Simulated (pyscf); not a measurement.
H₃C–Au + hydrogen fluoride (HF) → methane (CH₄) + F–Au (four-centre exchange; singlet surface; Au–C, F–H broken, C–H, Au–F formed). Structures and frequencies: ωB97X-D3(BJ)/def2-SVP in PySCF. MP2 and CC: frozen core, UHF for open shells. ΔMP2 is the change of the MP2 total energy from the triple- to the quadruple-zeta basis. Energies in kcal/mol from the separated reactants.

```
level                                barrier  reaction energy
--------------------------------  ----------  ---------------
PBE/def2-TZVP                           45.2            +20.7
r²SCAN/def2-TZVP                        46.9            +20.6
B3LYP-D3(BJ)/def2-TZVP                  47.1            +18.6
PBE0-D3(BJ)/def2-TZVP                   46.3            +21.0
M06-2X/def2-TZVP                        44.2            +17.6
CCSD/def2-TZVPP                   (withheld)            +23.2
CCSD(T)/def2-TZVPP + ΔMP2(QZVPP)  (withheld)       (withheld)
```

Question: Fill in the missing entries.

Answer: 
- CCSD/def2-TZVPP, barrier: 54.1
- CCSD(T)/def2-TZVPP + ΔMP2(QZVPP), barrier: 53.1
- CCSD(T)/def2-TZVPP + ΔMP2(QZVPP), reaction energy: +25.1

On the reactant side the descent ends in a bound adduct, 8.8 kcal/mol under the separated species and 51.2 kcal/mol under the saddle at ωB97X-D3(BJ)/def2-TZVP. The products may also form a dative adduct at F–Au; it and routes through it were not searched. At ωB97X-D3(BJ) the barrier from the zero used here is 42.4 kcal/mol. This is the saddle that the search found; another between the same sides may lie lower. The CCSD(T) − MP2 part came from Ansatz, without density fitting, on the same reference. The frozen core leaves the outer d or s,p core shells of the metals and heavy elements correlated in the MP2 and CC values, and def2-TZVPP describes them poorly, which can shift differences by a few kcal/mol. Elements past Kr carry the def2 core potentials, without spin-orbit coupling.
